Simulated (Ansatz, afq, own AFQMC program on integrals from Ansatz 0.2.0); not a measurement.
# BNH (doublet): AFQMC on the coupled-cluster ladder at scale of all distances = 1.000, 6-31G

An exercise on one series of results from a longer session: the logs are not shown, and one member is left open.

The runs use Ansatz 0.2.0, Gaussian basis, and an in-house AFQMC program (afq) on its integrals; all values are calculated; 6-31G, frozen cores.

Plan: Full CI; PBE (unrestricted); r2SCAN (unrestricted); PBE0 (unrestricted); B3LYP (unrestricted); wB97M-V (unrestricted); B2PLYP (unrestricted); CCSD(T) on ROHF; Full CI; Full CI (quartet); CCSDT(Q) on ROHF; CCSDTQ on ROHF; Phaseless AFQMC, CISD trial on ROHF; Phaseless AFQMC, single-determinant trial on ROHF; CCSD(T) on UHF; Full CI; CCSDT(Q) on UHF; CCSDTQ on UHF; Phaseless AFQMC, CISD trial on UHF; Phaseless AFQMC, single-determinant trial on UHF; Free-projection AFQMC, CISD trial on UHF.

8 further runs of the same task are left out: 8 that didn't finish.

## The geometry

The geometry derives from a PBE0/def2-TZVP stationary point (not a proven minimum). All distances are scaled together.

3 atoms, charge 0, spin multiplicity 2.

Atoms are counted from 1 here; the program's logs count them from 0.

Bond lengths: B1–N2 1.306 Å, B1–H3 1.174 Å. Angles: N2–B1–H3 180.0°.

Geometry (Å):

```xyz
3

B     0.0000    0.0000    0.0439
N     0.0000    0.0000   -1.2617
H     0.0000    0.0000    1.2178
```

The first run:

File in.yaml:

```yaml
crystal:
  periodic: [false, false, false]
  atoms:
    - {symbol: B, position_ang: [0.000000, 0.000000, 0.043923]}
    - {symbol: N, position_ang: [0.000000, 0.000000, -1.261739]}
    - {symbol: H, position_ang: [0.000000, 0.000000, 1.217815]}
basis:
  gaussian: {orbitals: 6-31G}
magnetization: {spin_polarized: false, initial_magnetization: 1}
correlation: {method: fci, electrons: outside_noble_gas}
```

Command:

```sh
> ansatz run in.yaml --threads 1 --pin off --events-out ev --progress --plain --max-ram 24576MiB --backend cuda --devices 0, --max-vram 18GiB
```

Among the steps run: Full CI; PBE (unrestricted); r2SCAN (unrestricted); PBE0 (unrestricted); B3LYP (unrestricted); wB97M-V (unrestricted); B2PLYP (unrestricted); CCSD(T) on ROHF; Full CI (quartet); CCSDT(Q) on ROHF; CCSDTQ on ROHF; Phaseless AFQMC, CISD trial on ROHF; Phaseless AFQMC, single-determinant trial on ROHF; CCSD(T) on UHF; CCSDT(Q) on UHF; CCSDTQ on UHF; Phaseless AFQMC, CISD trial on UHF; Phaseless AFQMC, single-determinant trial on UHF; Free-projection AFQMC, CISD trial on UHF.

One of the session's tables, all rows but one given; the rest of the session is left out.

It belongs to the step «AFQMC on the ladder». On the ROHF determinant, counted from full CI (exact for this spin and basis):

```
                                                              level  from full CI (kcal/mol)
                                                                 HF                  +101.30
                                                                MP2                        ?
                                                               CCSD                    +3.82
                                                            CCSD(T)                    +0.84
                                                           CCSDT(Q)                    +0.02
                                                             CCSDTQ                    +0.02
                                                            full CI                     0.00
              Phaseless AFQMC, CISD trial, step 0.005, 4000 walkers                    +0.46
Phaseless AFQMC, single-determinant trial, step 0.005, 4000 walkers                    +1.29
```

Estimate the missing values for MP2.

As computed: from full CI (kcal/mol): +14.17. In the column «from full CI (kcal/mol)» it lies between CCSD (+3.82) and HF (+101.30).
